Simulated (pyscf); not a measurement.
CH₄ + F–Ga(F)–F → H₃C–Ga(F)–F + HF, a four-centre exchange (singlet surface; C–H, F–Ga broken, C–Ga, F–H formed). Structures and frequencies: ωB97X-D3(BJ)/def2-SVP in PySCF. Energies in kcal/mol from the separated reactants.

GFN2-xTB: tblite. 

Question: Quick GFN2-xTB single points give ΔE‡ = 33.7 kcal/mol and ΔE = +27.1 kcal/mol. What does ωB97M-D3(BJ)/def2-TZVP give, and how far is the quick result from it?

Answer: ωB97M-D3(BJ)/def2-TZVP gives ΔE‡ = 27.6 kcal/mol and ΔE = +15.0 kcal/mol. GFN2-xTB lies 6.1 kcal/mol over it in the barrier and 12.1 kcal/mol over it in the reaction energy, so on this step it does not hold to within 3.0 kcal/mol. ωB97M-D3(BJ)/def2-TZVP has limits of its own. On the reactant side the descent ends in a complex, 6.9 kcal/mol under the separated species and 33.4 kcal/mol under the saddle at ωB97X-D3(BJ)/def2-TZVP. On the product side the descent ends in an adduct with a F–Ga contact (not fully relaxed), 13.0 kcal/mol under the separated species and 24.8 kcal/mol under the saddle at ωB97X-D3(BJ)/def2-TZVP. What is counted as broken (F–Ga) persists as a longer contact in the product adduct; parting that adduct is a step of its own. This is the saddle that the search found; another between the same sides may lie lower. In the def2 sets elements up to Kr have no core potential.
